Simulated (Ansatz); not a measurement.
# SiO2 (silicon dioxide molecule): CCSDT(Q)/STO-3G

What is the energy change on altering one bond length of SiO2 (silicon dioxide molecule) at CCSDT(Q)/STO-3G? 

The calculation is run with Ansatz 0.2.0.

35 further runs of the same task are left out: 5 that didn't finish, 30 set aside as unsound or not needed.

## Step 1: The system as given

SiO2: 3 atoms, total charge 0, spin state singlet. As SMILES, `O=[Si]=O`. The shape is that of a PBE0-D4/def2-TZVP optimisation.

Bond lengths: O1–Si2 1.506 Å, Si2–O3 1.506 Å. Angles: O1–Si2–O3 180.0°.

## Step 2: The energy at CCSDT(Q)/STO-3G

molecule.yaml

```yaml
crystal:
  periodic: [false, false, false]
  atoms:
    - {symbol: O, position_ang: [0.697730, 1.229600, 0.518760]}
    - {symbol: Si, position_ang: [-0.000010, 0.000000, -0.000000]}
    - {symbol: O, position_ang: [-0.697730, -1.229610, -0.518760]}
basis:
  gaussian:
    orbitals: STO-3G
accuracy: high
scf:
  omitted_lower_state_checks: [cluster_reference, increment]
correlation:
  method: ccsdt_q
  frozen_orbitals: {O: 1, Si: 5}
```

Command:

```console
ansatz run molecule.yaml --threads 1 --pin off --max-ram 3480MiB --events-out events.jsonl --progress --plain --runs-dir runs
```

Standard output, shortened:

```text
Warning: RAYON_NUM_THREADS=1 ignored (pool sized by the plan → 1); use --threads N
Functional definition: HF
  name "HF"
[...]
325 factors; integrals over basis functions are off by at most 2.9e-8 eV
[...]
mean field -11786.24377430 eV, -433.1364697024 hartree, gradient 1.7e-8 eV, S^2 0.000000; 0 other end points of the search recorded, 0 dependent functions left out
7 core orbitals not correlated: weight in the atoms' cores, before any rotation towards them, 1.000 or more for the frozen orbitals, at most 0.000 for the correlated occupied ones
reference -11786.24377430 eV, -433.1364697024 hartree; 8, 8 occupied and 4, 4 virtual orbitals, 325 factors
second order -5.63809202 eV of doubles, -0.00000000 eV of singles
cycle   1  -4.17462191 eV  change     1.5e0 eV  update   3.0e-1
[...]
cycle  28  -6.16267672 eV  change   7.6e-10 eV  update  5.6e-10
perturbative correction -0.05431176 eV, -0.0019959203 hartree
Total energy: -11792.46076277 eV, -433.3649398149 hartree
Checks for a lower state left out: cluster_reference, increment
```

It took 0.54 s on 1 thread of Arm Neoverse V2, shared host.

## Step 3: The distorted shape, same level

in.yaml

```yaml
crystal:
  periodic: [false, false, false]
  atoms:
    - {symbol: O, position_ang: [0.872151, 1.536975, 0.648439]}
    - {symbol: Si, position_ang: [-0.000010, 0.000000, -0.000000]}
    - {symbol: O, position_ang: [-0.697730, -1.229610, -0.518760]}
basis:
  gaussian: {orbitals: STO-3G}
correlation: {method: ccsdt_q, frozen_orbitals: {O: 1, Si: 5}}
accuracy: high
scf: {omitted_lower_state_checks: [cluster_reference, increment]}
```

Command:

```console
ansatz run in.yaml --threads 1 --pin off --max-ram 3480MiB --events-out events.jsonl --progress --plain --runs-dir runs
```

Standard output, shortened:

```text
Warning: RAYON_NUM_THREADS=1 ignored (pool sized by the plan → 1); use --threads N
[... 2 set-up lines as earlier in the session ...]
[...]
320 factors; integrals over basis functions are off by at most 2.7e-8 eV
[...]
mean field -11785.43941607 eV, -433.1069100829 hartree, gradient 1.6e-8 eV, S^2 0.000000; 3 other end points of the search recorded, 0 dependent functions left out; unrestricted orbitals would lower it
7 core orbitals not correlated: weight in the atoms' cores, before any rotation towards them, 1.000 or more for the frozen orbitals, at most 0.000 for the correlated occupied ones
reference -11785.43941607 eV, -433.1069100829 hartree; 8, 8 occupied and 4, 4 virtual orbitals, 320 factors
second order -4.76655777 eV of doubles, -0.00000000 eV of singles
cycle   1  -3.94031457 eV  change    8.3e-1 eV  update   2.7e-1
[...]
cycle  38  -6.02702216 eV  change    1.4e-9 eV  update   1.8e-9
perturbative correction -0.11883287 eV, -0.0043670274 hartree
Total energy: -11791.58527110 eV, -433.3327660894 hartree
Checks for a lower state left out: cluster_reference, increment
```

Run time: 0.52 s. Hardware: 1 thread of Arm Neoverse V2, shared host.

## Step 4: Summary of results

Level: CCSDT(Q)/STO-3G, 7 core orbitals frozen.

| quantity | value |
| --- | --- |
| first shape: total energy | -433.36494 Eh |
| first shape: correlation energy (7 core orbitals frozen) | -228.5 mEh |
| first shape: T1 diagnostic | 0.038 |
| distorted shape: total energy | -433.33277 Eh |
| distorted shape: correlation energy (7 core orbitals frozen) | -225.9 mEh |
| distorted shape: T1 diagnostic | 0.069 |
| energy change with the O1–Si2 bond stretched from 1.506 to 1.882 Å | 0.875 eV |

In words: With the O1–Si2 bond stretched from 1.506 to 1.882 Å the energy rises by 0.88 eV (84.5 kJ/mol). The first shape isn't relaxed at this level, so the change isn't measured from a minimum. The minimal basis adds a large error of its own. The T1 diagnostic (first shape) of 0.038 is above the customary mark for such species, so a single reference may not serve. The T1 diagnostic (distorted shape) of 0.069 is above the customary mark for such species, so a single reference may not serve. The restricted solution (distorted shape) is unstable to spin breaking: an unrestricted one lies lower.
